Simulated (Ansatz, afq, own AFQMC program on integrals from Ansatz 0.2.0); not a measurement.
Two steps: Ansatz 0.2.0 writes the Fock matrix and Cholesky factors of the valence space, and afq projects on them the lowest state that overlaps trial and start.

```yaml
crystal:
  periodic: [false, false, false]
  atoms:
    - {symbol: C, position_ang: [0.000000, 0.000000, -0.036672]}
    - {symbol: C, position_ang: [0.000000, 0.000000, -0.992672]}
    - {symbol: H, position_ang: [0.000000, 0.000000, 1.029345]}
basis:
  gaussian: {orbitals: 6-31G}
magnetization: {spin_polarized: true, initial_magnetization: 1}
correlation: {method: ccsd_t, electrons: outside_noble_gas, hamiltonian_folder: ham}
```

```sh
$ ansatz run in.yaml --threads 1 --pin off --events-out ev --progress --plain --max-ram 16896MiB --backend cuda --devices 0, --max-vram 18GiB
```

afq runs on the folder ham with

```
--method phaseless --trial cisd --walkers 4000 --populations 20 --least-time 60 --time-step 0.005 --steps-per-block 50 --equilibration-blocks 28 --max-blocks 4000 --target-error 0.00018 --factor-cut 1e-05 --start spin_pure --seed 1809 --release-times 0.24,0.51,0.99,1.62,2.4 --release-step 0.03 --release-every 3 --taylor-order 6
```

Times are imaginary, in 1/Eh. The walk had a cap of 122 s. With eight or more populations the least sampling time is a fifth of least-time, and the error comes from their spread.

Log:

```
orbitals 18  electrons 5 4  factors 111 of 286
reference energy -75.90853035 Eh
CCSD correlation -0.14595542 Eh in 11 cycles, weight of the determinant in the CISD state 0.9244
energy of the start -76.053489 Eh
 block  time / (1/Eh)  mean weight  energy / Eh
     1     0.250  1.0002  -76.052986
     2     0.500  1.0000  -76.054196
     3     0.750  1.0000  -76.055638
     4     1.000  1.0001  -76.056536
     5     1.250  1.0000  -76.057618
    12     3.000  1.0001  -76.057890
    19     4.750  1.0000  -76.058347
    26     6.500  1.0001  -76.057703
    33     8.250  0.9999  -76.057694
    40    10.000  1.0000  -76.057128
    47    11.750  1.0000  -76.058814
    52    13.000  0.9999  -76.057126
    54    13.500  1.0002  -76.057970
    61    15.250  1.0002  -76.058743
    66    16.500  0.9998  -76.059153
    68    17.000  0.9998  -76.058546
    75    18.750  1.0001  -76.057972
    78    19.500  0.9999  -76.058251
error from the spread of 20 populations
released: time / (1/Eh)  energy / Eh  error  mean overlap
  0.24  -76.058167  0.000065  0.9988
  0.51  -76.058219  0.000060  0.9992
  0.99  -76.058188  0.000054  0.9996
  1.62  -76.058248  0.000058  1.0007
  2.40  -76.058226  0.000055  1.0007
energy -76.058106 +/- 0.000107 Eh
(rows thinned)
```

The run passed its tests (sampling time, drift between the halves within three errors, error under three times the target), which doesn't prove that it has relaxed. The second half of the sampling lies below the first by 2.6 errors of their difference, so the energy may still be moving and its error bar be too small.

Against this walk (error 2.9 meV) on the same determinant: CCSD(T) 16.0 meV higher, CCSDT(Q) 3.0 meV lower (within the noise), CCSDTQ 3.4 meV lower (within the noise), full CI 4.1 meV lower (within the noise). The error is statistical and leaves out the bias of the constraint. Released to 2.40 1/Eh the energy moves by -3 ± 3 meV (both errors), within twice the noise.

Cautions: constraint bias not in the error.

The walk took 39 s on 1 × NVIDIA H100 80GB HBM3 with 2 threads of AMD EPYC 7R13 Processor (Zen 3), with other jobs on the host (the card was shared). The log's last line is the phaseless energy.

CCSDT and higher add their correlation energy to the determinant of the CCSD(T) run, since their own runs factorise the integrals more tightly (a shift of under 2 meV). A walk keeps the symmetry of its determinant, which the program's search chose and which needn't be the lowest solution, so a lower state of the same spin and another symmetry isn't excluded.
